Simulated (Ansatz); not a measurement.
Ansatz (an electronic-structure program) input:

Ansatz 0.2 input:
```yaml
crystal:
  periodic: [false, false, false]
  atoms:
    - {symbol: N, position_ang: [-0.68504340, -0.05220316, 0.09268852]}
    - {symbol: C, position_ang: [0.60306881, -0.01155656, -0.05207076]}
    - {symbol: O, position_ang: [1.50803612, -0.78532154, -0.11392532]}
    - {symbol: H, position_ang: [-1.15088864, -0.95862556, 0.18827220]}
    - {symbol: H, position_ang: [-1.28318653, 0.76807429, 0.11848513]}
    - {symbol: H, position_ang: [0.98480021, 1.07969299, -0.14786037]}
basis:
  gaussian:
    orbitals: def2-TZVP
hamiltonian:
  xc: b3lyp
  dispersion: d3bj
total_charge: 1
magnetization: {spin_polarized: true, initial_magnetization: 1}
relax: {f_tol: 0.002, max_steps: 150}
```

Question: Which total energy does the run end on?

Answer: -169.60596 Eh (B3LYP-D3(BJ)/def2-TZVP). The basis has 111 functions.
